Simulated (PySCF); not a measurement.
Compound: C₅H₈Cl (doublet state).
Structure used (GFN2-xTB), in Å, numbered top down from 1:
```xyz
14
C5H8Cl angstrom
C     -0.888   -1.006    0.750
C     -0.388   -0.313   -0.525
C     -0.837    1.154   -0.579
C      1.061   -0.395   -0.602
C      2.194   -0.112   -0.099
Cl     2.368    0.844    1.463
H     -0.482   -0.506    1.626
H     -0.573   -2.046    0.769
H     -1.974   -0.965    0.791
H     -0.818   -0.836   -1.391
H     -1.922    1.210   -0.547
H     -0.431    1.698    0.271
H     -0.487    1.629   -1.492
H      3.175   -0.358   -0.459
```

The hyperfine couplings belong to this conformer and change with its torsions.

As a line formula: `[C](=C/Cl)/C(C)C` [radical].

Method used: UKS B3LYP, pcH-1 on C Cl H, non-relativistic, mean-field spin-orbit, GIAO (PySCF). Isolated species at its GFN2-xTB geometry (one conformer only). A GFN2-xTB geometry isn't a minimum of the functional, and hyperfine couplings can be far from their values at a DFT geometry. Stability of the SCF solution: not tested.

Task: Give the isotropic g value and a_iso(1H) at H10.

Result: g_iso = 2.00168 and a = +99.02 MHz, or +3.535 mT (Mulliken spin population +0.04).

Task: Take this nucleus alone (I = 1/2, g_N = 5.5857) with S = 1/2. Where do its 2 lines fall at 9.443 GHz to first order, to second order and exactly?

Result: B0 = hν/(g μB) = 337.057 mT and a/B0 = 0.0105. B(1) = B0 − a·mI, B(2) = B(1) − a²[I(I+1) − mI²]/(2B0); the exact values solve the Breit–Rabi equation, nuclear Zeeman term included.

| mI | first order (mT) | second order (mT) | exact (mT) | exact − first order |
| --- | --- | --- | --- | --- |
| −1/2 | 338.825 | 338.815 | 338.815 | -0.009 |
| +1/2 | 335.290 | 335.281 | 335.281 | -0.009 |

Task: What levels remain at zero field?

Result: F = I ± 1/2 = 1 and 0, at a·I/2 = +24.8 MHz and −a(I+1)/2 = -74.3 MHz, that is |a|(I + 1/2) = 99.0 MHz apart; F = 0 lies lower.

Other couplings of abundant isotopes, left aside here: 1 × 1H 70 MHz, 1 × 35Cl 44 MHz.
